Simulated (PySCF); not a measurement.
Gas-phase reaction: 3 BH2Cl + 4 F2 = 2 BHF2 + BCl3 + 4 HF

Energies from PySCF (xtb for GFN2), thermal terms from the rigid-rotor harmonic-oscillator model, ideal gas at 1 bar. † marks an energy on the PBE0/def2-TZVP geometry and frequencies; other levels use their own. CCSD(T) freezes the core. 6-31G* has spherical d functions here. All species are closed-shell singlets. BH2Cl: computed as isolated molecules; such fragments, hydroxides, amides, oligomers or adducts are transient or little studied in the gas. CCSD(T) isn't extrapolated to the basis-set limit; its ΔH°(298 K) is -2654.3 kJ in def2-SVP and -2706.4 kJ in def2-TZVPP. The harmonic model lacks anharmonicity and excited electronic states, which grow with temperature; levels with a mode under 35 cm⁻¹ are left out.

```
level                ΔE electronic, kJ  ΔH°(298 K), kJ  ΔS°(298 K), J/K  ΔG°(2500 K), kJ
-------------------  -----------------  --------------  ---------------  ---------------
BLYP/def2-TZVP†                  -2548           -2523              -37            -2447
CCSD(T)/def2-TZVPP†              -2732           -2706              -37            -2630
GFN2-xTB                         -1867           -1845              -34            -1771
HF/6-31G*                        -2701           -2678              -39            -2605
PBE0/def2-SVP†                   -2672           -2647              -37            -2571
PBE0/def2-TZVP                   -2693           -2668              -37            -2592
r2SCAN/def2-TZVP†                -2679           -2654              -37            -2578
LDA/def2-TZVP†                   -2719           -2694              -37            -2618
ωB97X-V/def2-TZVP†               -2664           -2639              -37            -2563
```
ΔH° is lowest at CCSD(T)/def2-TZVPP† and highest at GFN2-xTB. No reference value is set beside these.
